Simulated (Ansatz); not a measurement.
# FH4NSi: the cost of one run

Program: Ansatz 0.2.0. Level of theory: RKS B3LYP/def2-SVP. These are calculated values, not measurements.

### Step 1. The starting structure

Bond lengths: Si1–F2 1.590 Å, Si1–N3 1.820 Å, N3–H4 1.060 Å, N3–H5 1.060 Å, Si1–H6 1.459 Å, Si1–H7 1.459 Å. Angles: F2–Si1–N3 109.5°, F2–Si1–H6 109.5°, F2–Si1–H7 109.5°, N3–Si1–H6 109.5°, N3–Si1–H7 109.5°, H6–Si1–H7 109.5°, Si1–N3–H4 120.0°, Si1–N3–H5 120.0°, H4–N3–H5 120.0°.

Structure file:

```xyz
7

Si    0.0000    0.0000    0.0000
F     0.0000    0.0000    1.5900
N     1.7163    0.0000   -0.6061
H     2.2145   -0.9180   -0.7868
H     2.2175    0.9180   -0.7783
H    -0.6877    1.1914   -0.4862
H    -0.6877   -1.1914   -0.4862
```

### Step 2. Relaxing the start

input.yaml

```yaml
crystal:
  periodic: [false, false, false]
  atoms:
    - { symbol: Si, position_ang: [0.0, 0.0, 0.0] }
    - { symbol: F, position_ang: [0.0, 0.0, 1.59] }
    - { symbol: "N", position_ang: [1.7163, 0.0, -0.6061] }
    - { symbol: H, position_ang: [2.2145, -0.918, -0.7868] }
    - { symbol: H, position_ang: [2.2175, 0.918, -0.7783] }
    - { symbol: H, position_ang: [-0.6877, 1.1914, -0.4862] }
    - { symbol: H, position_ang: [-0.6877, -1.1914, -0.4862] }
basis:
  gaussian: { orbitals: def2-SVP }
hamiltonian:
  xc: b3lyp
relax:
  f_tol: 0.02
  max_steps: 40
```

Launch:

```bash
$ ansatz run input.yaml --threads 1 --pin off --max-ram 2048MiB --backend cpu --events-out ev --progress --plain --runs-dir out
```

What time and memory should one allow on 1 thread of Arm Neoverse V1, shared host?

About 14 s, with a peak of 0.13 GiB.
